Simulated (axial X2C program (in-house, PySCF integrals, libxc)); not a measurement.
**What spin–orbit coupling does to LiF⁺**

All values were computed with an in-house all-electron X2C program for linear molecules (integrals from PySCF). Spin-free means the one-electron spin-free X2C Hamiltonian; two-component (2c) means X2C with spin–orbit coupling and atomic mean-field two-electron Coulomb and Gaunt terms, so the difference of the two also holds small scalar two-electron terms. Basis: F dyall-av3z [7s6p3d2f], Li dyall-cv3z [7s8p2d] (cores contracted in-house); Gaussian nuclei, density fitting, unrestricted open shells. Masses: F 18.998 u, Li 7.016 u.

Spin-free state: M_S = 1/2, Λ = 1 (beyond evenly filled blocks: π+α, π+β, π-α); fragments F + Li+.

| level | Re (Å) | ωe (cm⁻¹) | De (eV) | μ (D) |
| --- | --- | --- | --- | --- |
| PBE0 | 2.025 | 307.3 | 0.116 | 6.48 |
| HF | 2.025 | 299.7 | 0.153 | 6.57 |
| MP2 | 2.057 | 290.5 | 0.257 | n/a |
| CCSD | 2.052 | 293.0 | 0.259 | n/a |
| CCSD(T) | 2.056 | 291.5 | 0.265 | n/a |
| B97-3 | 2.054 | 279.8 | 0.169 | 6.61 |

Correlated methods: 7 electrons correlated (number of frozen shells: F 1 s; Li 1 s), 171 virtual spin orbitals or spinors in MP2, 68 natural virtuals in coupled cluster.

Dipoles are positive if Li is the positive end and refer to the centre of mass.

**Question.** Within this multiplet, which Ω should lie lowest by the rule for regular and inverted multiplets?

**Answer.** The open π shell holds three electrons, one hole, so the multiplet is inverted: Ω = Λ + 1/2 = 3/2. The PBE0 2c search agrees, though Ω = 1/2 of the search lies only 0.03 eV higher.

Two-component determinant lowest at the distance of the search:

Ω = 3/2 (⟨Sz⟩ = 0.50, ⟨Lz⟩ = 1.00 at HF); fragments F + Li+.

| level | Re (Å) | ωe (cm⁻¹) | De (eV) | μ (D) |
| --- | --- | --- | --- | --- |
| PBE0 | 2.025 | 307.3 | 0.132 | 6.48 |
| HF | 2.025 | 299.7 | 0.158 | 6.57 |
| MP2 | 2.057 | 290.6 | 0.264 | n/a |
| CCSD | 2.052 | 293.1 | 0.265 | n/a |
| CCSD(T) | 2.056 | 291.6 | 0.265 | n/a |
| B97-3 | 2.054 | 279.9 | 0.185 | 6.61 |

**Question.** From the two tables, how do the constants change at the CCSD(T) level (2c against spin-free)?

**Answer.** At the CCSD(T) level Re is unchanged within 0.001 Å and ωe doesn't move by more than 0.2 cm⁻¹; De changes by 0.000 eV.

One determinant describes the state; a PBE0 search over occupations chose it and may have missed a lower one. Dissociation energies refer to the lowest single-determinant-based atoms at the same level and basis. Density functionals use the spin component along the axis (collinear). CCSD and (T) use frozen natural virtuals with an MP2 correction for the truncation; (T) itself is uncorrected, so its De runs slightly low. In 2c an atomic determinant is not the ground J level, so De misses part of the atomic spin–orbit lowering. This holds for PBE0, B97-3. Other states lie close and PBE0, whose exact exchange favours high spin, may order them wrongly; the determinant shown need not be the ground state. The nearest other spin-free determinant of the search, M_S = 1/2, Λ = 0, lies 0.26 eV up at the distance of the search. Without a current term, density functionals place determinants with orbital angular momentum somewhat too high. The atomic limit has a lower orbital projection than the molecule and lies lower at mean-field level, so De may be about a tenth of an eV too small.
